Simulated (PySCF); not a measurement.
Can point charges reproduce the dipole moment of fluorophosphane (`FP`)?

Coordinates (PBE0-D3(BJ)/def2-TZVP, Å) and charges (e) from the PBE0/pcSseg-2 density (PySCF):

| atom | x | y | z | Mulliken | IAO | Hirshfeld | ESP-fitted |
| --- | --- | --- | --- | --- | --- | --- | --- |
| F1 | 0.798 | 0.431 | 1.049 | -0.3526 | -0.5103 | -0.1650 | -0.1440 |
| P2 | -0.306 | -0.414 | 0.246 | +0.4555 | +0.5824 | +0.1992 | -0.0219 |
| H3 | 0.481 | -0.717 | -0.904 | -0.0515 | -0.0360 | -0.0171 | +0.0823 |
| H4 | -0.934 | 0.677 | -0.424 | -0.0515 | -0.0360 | -0.0171 | +0.0836 |

**Question.** What dipole does each set of charges give (1 e·Å = 4.803 D), and what does the density give?

**Answer.** The full density gives (-0.71, -0.28, -1.28) D, 1.49 D in size; dipole vectors point from the negative to the positive end.

```json
{"scheme": "Mulliken", "μx": "-1.91", "μy": "-1.63", "μz": "-0.91", "size (D)": "2.67", "share of the full size (%)": "179", "angle to the full dipole (°)": "42"}
{"scheme": "IAO", "μx": "-2.73", "μy": "-2.21", "μz": "-1.65", "size (D)": "3.88", "share of the full size (%)": "261", "angle to the full dipole (°)": "36"}
{"scheme": "Hirshfeld", "μx": "-0.89", "μy": "-0.73", "μz": "-0.49", "size (D)": "1.25", "share of the full size (%)": "84", "angle to the full dipole (°)": "39"}
{"scheme": "ESP-fitted", "μx": "-0.71", "μy": "-0.27", "μz": "-1.28", "size (D)": "1.48", "share of the full size (%)": "100", "angle to the full dipole (°)": "0"}
```

**Question.** Which set comes closest?

**Answer.** Length of the difference vector: ESP-fitted 0.01 D, Hirshfeld 0.93 D, Mulliken 1.84 D, IAO 2.82 D. Closest: ESP-fitted. The schemes that divide the density aren't constrained to reproduce the dipole.

**Question.** What is left for the Hirshfeld atoms' own dipoles?

**Answer.** The shares of the density sum to the whole, so what Σ q r misses lies in dipoles about the nuclei. The atomic dipoles sum to (-0.71, -0.28, -1.28) − (-0.89, -0.73, -0.49) = (0.18, 0.45, -0.79) D, 0.93 D in size.

**Question.** With the origin at the mean of the coordinates, (0.009, -0.006, -0.008) Å, which are the largest single terms, by size, of the Hirshfeld dipole along the direction of the full one?

**Answer.** F1 +1.08, H3 -0.06, H4 -0.06, P2 +0.01 D; all 4 atoms together +0.98 D. The single terms depend on the origin, their sum doesn't.

**Question.** Give the size of the full dipole in other units.

**Answer.** 1.49 D = 0.586 au = 0.310 e·Å = 4.97 × 10⁻³⁰ C·m.

Geometry: PBE0-D3(BJ)/def2-TZVP; no solvent, vibrations or thermal averaging.
